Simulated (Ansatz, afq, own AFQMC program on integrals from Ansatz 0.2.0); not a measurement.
**SiH5, doublet in cc-pVTZ, levels against CCSDT(Q)**

```xyz
6

H    -2.4285    0.0000    0.0000
H    -1.6835    0.0000    0.0000
Si    0.0895    0.0000    0.0000
H     0.5395   -1.4163    0.0000
H     0.5395    0.7081   -1.2265
H     0.5395    0.7081    1.2265
```

Basis cc-pVTZ. Only valence electrons are correlated. Integrals, coupled cluster, full CI and functionals: Ansatz 0.2.0; the random walks run on the same integrals in our own AFQMC program. ph-AFQMC/CISD is guided by a CISD state made of CCSD amplitudes; releasing the constraint for a short imaginary time cuts its bias at the price of noise, slowly where states lie close. ± is one standard error of the sampling.

Determinant: UHF, the one that the program's search chose, which needn't be the lowest solution. The geometry is a point of a scan.

No full CI on the walks' own integrals is used here; CCSDT(Q) serves as the reference and is uncertain by about the last step of the cluster series.

Cautions: the released energies move by 1.5 errors or more from one time to the next, so no released level is given (meV from the phaseless value at times in 1/Eh: 1 ± 3 at 0.24, 0.2 ± 2.4 at 0.51, -3 ± 3 at 0.99, 0.4 ± 2.2 at 1.62, -6 ± 3 at 2.40), though the last usable value meets CCSDT(Q) within the noise.

```
T1 diagnostic                               : 0.0150
weight of the determinant in the CISD state : 0.902
⟨S²⟩ of the determinant                     : 0.766
size of the correlated space                : 9 electrons in 99 orbitals
```

Reference: CCSDT(Q), correlation energy -5.367 eV.

| level | E − E(reference) (kJ/mol) | share of correlation (%) |
| --- | --- | --- |
| HF | 517.8 | 0.00 |
| MP2 | 103.9 | 79.94 |
| CCSD | 14.9 | 97.12 |
| CCSD(T) | 2.8 | 99.46 |
| CCSDT | 0.3 | 99.93 |
| ph-AFQMC/CISD | 0.4 ± 0.3 | 99.92 |

A walk keeps the symmetry of its determinant, which the program's search chose and which needn't be the lowest solution, so a lower state of the same spin and another symmetry isn't excluded.
